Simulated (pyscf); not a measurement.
Single points on ωB97X-D3(BJ)/def2-SVP structures (PySCF, gas phase).

Task: Estimate the classical barrier height and the reaction energy of `[CH3][CH2][Br]` + `[F][C][F]` [singlet] → `[F][CH]([F])[CH2][CH2][Br]` at PBE0-D3(BJ)/def2-TZVP. The step runs on the singlet surface, breaks C–H and forms C–C, C–H; take the separated reactants as zero.

Result: ΔE‡ = 2.58 eV, ΔE = -2.81 eV. ωB97M-D3(BJ)/def2-TZVP gives 2.90 eV and -2.53 eV. Zero-point energy shifts the barrier by +0.02 eV. It is an insertion, with an imaginary mode of 1158i cm⁻¹. From the product side, •H₂C–CH₂–CH(F)–F + Br• lies, by one bond made or cut, 2.22 eV under this saddle at ωB97M-D3(BJ). This is the saddle that the search found; another between the same sides may lie lower. Elements up to Kr have no core potential and no relativistic terms here.
